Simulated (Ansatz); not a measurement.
# Al2 (triplet): wave-function methods side by side at distance Al1–Al2 = 5.462 Å, cc-pVTZ

How much of the correlation energy of Al2 (triplet) does each wave-function method recover here?

Method: cc-pVTZ, core rule «outside noble gas», up to 10 orbitals frozen; program: Ansatz 0.2.0, Gaussian basis.

To be run: UHF; CCSD(T) on ROHF; CCSD(T) on UHF; BCCD(T) on ROHF; CISD; CCSDT(Q) on ROHF; CCSDT(Q) on UHF; CASSCF and MRCISD+Q, 4 electrons in 4 orbitals; CASSCF and NEVPT2, 4 electrons in 4 orbitals; CASSCF and MRCISD+Q, 6 electrons in 8 orbitals; CASSCF and NEVPT2, 6 electrons in 8 orbitals; Full CI.

### 1 The system

The geometry derives from a PBE0/def2-TZVP stationary point (not a proven minimum). One bond is set to the value named and the two fragments are kept rigid.

2 atoms, charge 0, spin multiplicity 3.

Atoms are counted from 1 here; the program's logs count them from 0.

No contacts short enough for the rule that draws bonds.

### 2 UHF

File in.yaml:

```yaml
crystal:
  periodic: [false, false, false]
  atoms:
    - {symbol: Al, position_ang: [0.000000, 0.000000, 0.000000]}
    - {symbol: Al, position_ang: [0.000000, 0.000000, 5.462000]}
basis:
  gaussian: {orbitals: cc-pVTZ}
magnetization: {spin_polarized: true, initial_magnetization: 2}
hamiltonian: {xc: hf}
output: {orbitals: {seedname: orbitals}}
```

Started as:

```console
> ansatz run in.yaml --threads 1 --pin off --events-out ev --progress --plain --max-ram 4096MiB --backend cpu
```

The runs that follow: CCSD(T) on ROHF; CCSD(T) on UHF; BCCD(T) on ROHF; CISD; CCSDT(Q) on ROHF; CCSDT(Q) on UHF; CASSCF and MRCISD+Q, 4 electrons in 4 orbitals; CASSCF and NEVPT2, 4 electrons in 4 orbitals; CASSCF and MRCISD+Q, 6 electrons in 8 orbitals; CASSCF and NEVPT2, 6 electrons in 8 orbitals; Full CI.

Before running them: what should the planned runs give, taken together? Wanted: FCI from the RHF energy; RMP2 from FCI; UMP2 from FCI; RCCSD from FCI; RCCSD(T) from FCI; UCCSD(T) from FCI; RCCSDT(Q) from FCI; UCCSDT(Q) from FCI; T1 diagnostic.

The runs gave:

```
                         quantity                                 value
          FCI from the ROHF energy                            -3.1173 eV
                    RMP2 from FCI                          +89.3 kJ/mol
                    UMP2 from FCI                          +90.7 kJ/mol
                   RCCSD from FCI                          +12.5 kJ/mol
                RCCSD(T) from FCI                           +5.2 kJ/mol
                UCCSD(T) from FCI                           +5.1 kJ/mol
               RCCSDT(Q) from FCI                           +1.8 kJ/mol
               UCCSDT(Q) from FCI                           +1.9 kJ/mol
levels within 1 kcal/mol (43 meV)  RCCSDT, UCCSDT, RCCSDT(Q), UCCSDT(Q)
                    T1 diagnostic                                 0.029
   effectively unpaired electrons                                  2.38
```

In words: RCCSD(T) misses by +5.2 kJ/mol, 1.7 % of the correlation energy. The occupations show some static correlation. These misses are within one basis, not against nature; the frozen cores of restricted and unrestricted runs differ, which can shift their rows.

Levels on UHF freeze UHF's core orbitals, full CI those of ROHF, so the U rows can settle a little off it for that reason alone.

With open shells the CI space here admits some triples and quadruples, so it is larger than plain CISD.
